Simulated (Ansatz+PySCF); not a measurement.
Two shapes of singlet H2S.

Shape 1:

```xyz
3

S     0.0000    0.0000   -0.2080
H     0.0000    1.9430    1.6643
H     0.0000   -1.9430    1.6643
```

Shape 2:

```xyz
3

S     0.0000    0.0000   -0.1560
H     0.0000    1.4573    1.2482
H     0.0000   -1.4573    1.2482
```

Basis set: 6-31G* (spherical functions). Left uncorrelated: 5 orbitals. Charge 0, multiplicity 1.

Computed with Ansatz (development build ahead of 0.2.0); each method stands on the lowest determinant of its kind that the runs found.

Q: Which shape is lower in energy, and by how much in each method?

A:

```json
{"method": "RHF", "E(2) − E(1) (eV)": "-5.102"}
{"method": "RHF-MP2", "E(2) − E(1) (eV)": "-3.650"}
{"method": "UHF-MP2", "E(2) − E(1) (eV)": "-1.257"}
{"method": "RHF-CCSD", "E(2) − E(1) (eV)": "-2.604"}
{"method": "UHF-CCSDT(Q)", "E(2) − E(1) (eV)": "-2.369"}
```

Shape 2 is lower. Caution for RHF, RHF-MP2, RHF-CCSD: an unrestricted determinant lies well below. Caution for RHF-MP2, RHF-CCSD: large amplitudes, a single reference is doubtful. Caution for RHF-MP2, UHF-MP2, RHF-CCSD, UHF-CCSDT(Q): bonds are stretched, where a single reference can fail. Caution for UHF-MP2, UHF-CCSDT(Q): the unrestricted determinant is a mixture of spin states; a plain start can end on a higher determinant; another reference gives a lower total.
